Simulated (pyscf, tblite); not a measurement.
HS–GaH₂ -> S=GaH + hydrogen (H₂): energy along the mass-weighted descent from the GFN2-xTB saddle (tblite), relative to the relaxed reactant side.

```
s (amu^1/2 bohr) | E (kcal/mol)
    -3.95 |  0.1
    -3.69 |  0.2
    -3.00 | # 1.3
    -1.32 | ############ 14.1
    0.360 | ############################## 35.2
     2.16 | #################### 23.6
     3.84 | ################## 21.6
     4.70 | ################## 20.5
     5.05 | ################# 20.1
     5.36 | ################# 19.8
     5.58 | ################# 19.7
```

The GFN2-xTB barrier from the reactant side is 1.61 eV. What does ωB97X-D3(BJ) (PySCF) give from its own reactant-side minimum, in def2-SVP and in def2-TZVP?

2.34 eV in the double-zeta basis after reoptimising the saddle, and 2.33 eV in the triple-zeta single point, so the tight-binding barrier lies 0.72 eV under the latter. The imaginary mode goes from 1288i to 1618i cm⁻¹.
